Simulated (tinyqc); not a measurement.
MP2 on RHF in the sto-6g basis, for H2O, spin multiplicity 1, step by step. One step of it, computed by the program tinyqc.

Problem. Iteration 8 (converged): orbitals. Diagonalise F' = X^T F X, C = X C', fill 5 alpha and 5 beta electrons from the bottom; D = 2 C_occ C_occ^T. Each column has its largest component positive (the first on a tie).

converged F (hartree):
```
             1O 1s      1O 2s     1O 2px     1O 2py     1O 2pz      2H 1s      3H 1s
1O 1s   -20.504429  -4.961288   0.000000  -0.000175  -0.024581  -0.856519  -0.839782
1O 2s    -4.961288  -2.295220   0.000000  -0.001745  -0.063949  -0.786823  -0.775642
1O 2px    0.000000   0.000000  -0.383209   0.000000   0.000000   0.000000   0.000000
1O 2py   -0.000175  -0.001745   0.000000  -0.235930  -0.001780  -0.375470   0.372259
1O 2pz   -0.024581  -0.063949   0.000000  -0.001780  -0.272649  -0.288408  -0.286654
2H 1s    -0.856519  -0.786823   0.000000  -0.375470  -0.288408  -0.409860  -0.210298
3H 1s    -0.839782  -0.775642   0.000000   0.372259  -0.286654  -0.210298  -0.402050
```

X:
```
                1          2          3         4          5          6         7
1O 1s   -0.340766   0.014434   0.736616  0.000000  -0.606909  -0.002016  0.190185
1O 2s    1.047297  -0.035326  -0.262089  0.000000  -0.271366  -0.003137  0.465741
1O 2px   0.000000   0.000000   0.000000  1.000000   0.000000   0.000000  0.000000
1O 2py   0.035048   0.890748  -0.000438  0.000000   0.000790   0.663846  0.003721
1O 2pz   0.424182  -0.014394   0.657676  0.000000   0.658740  -0.001635  0.189550
2H 1s   -0.690508  -0.731433  -0.185953  0.000000   0.152580   0.388702  0.384411
3H 1s   -0.628454   0.776919  -0.187981  0.000000   0.153883  -0.395299  0.378795
```

Give: F' = X^T F X; orbital energies; coefficients C; D after iteration 8.

Solution.

F' = X^T F X (hartree):
```
         1        2        3        4        5        6        7
1  -0.2734   0.0423   2.2864   0.0000  -1.7788  -0.0020   0.5390
2   0.0423   0.5938  -0.1112   0.0000   0.0916   0.0898  -0.0322
3   2.2864  -0.1112  -9.0751   0.0000   8.7560   0.0352  -4.2643
4   0.0000   0.0000   0.0000  -0.3832   0.0000   0.0000   0.0000
5  -1.7788   0.0916   8.7560   0.0000  -9.1312  -0.0367   4.4250
6  -0.0020   0.0898   0.0352   0.0000  -0.0367  -0.5534   0.0182
7   0.5390  -0.0322  -4.2643   0.0000   4.4250   0.0182  -3.2057
```

orbital energies (hartree): MO1 -20.5074, MO2 -1.2035, MO3 -0.5602, MO4 -0.4139, MO5 -0.3832, MO6 0.4372, MO7 0.6029

coefficients C:
```
            MO1      MO2      MO3      MO4     MO5      MO6      MO7
1O 1s    0.9968  -0.2281   0.0013   0.0812  0.0000   0.1054  -0.0028
1O 2s    0.0143   0.8916  -0.0075  -0.4491  0.0000  -0.6783   0.0200
1O 2px   0.0000   0.0000   0.0000   0.0000  1.0000   0.0000   0.0000
1O 2py   0.0000   0.0018   0.5930  -0.0034  0.0000   0.0186   0.9399
1O 2pz   0.0022   0.0768   0.0051   0.7805  0.0000  -0.6835   0.0150
2H 1s   -0.0028   0.1423   0.4504   0.3176  0.0000   0.7050  -0.7399
3H 1s   -0.0028   0.1396  -0.4478   0.3249  0.0000   0.7318   0.7044
```

D after iteration 8:
```
          1O 1s    1O 2s  1O 2px   1O 2py   1O 2pz    2H 1s    3H 1s
1O 1s    2.1047  -0.4512  0.0000   0.0003   0.0961  -0.0178  -0.0177
1O 2s   -0.4512   1.9938  0.0000  -0.0027  -0.5640  -0.0384  -0.0363
1O 2px   0.0000   0.0000  2.0000   0.0000   0.0000   0.0000   0.0000
1O 2py   0.0003  -0.0027  0.0000   0.7034   0.0010   0.5325  -0.5329
1O 2pz   0.0961  -0.5640  0.0000   0.0010   1.2302   0.5222   0.5241
2H 1s   -0.0178  -0.0384  0.0000   0.5325   0.5222   0.6479  -0.1573
3H 1s   -0.0177  -0.0363  0.0000  -0.5329   0.5241  -0.1573   0.6512
```
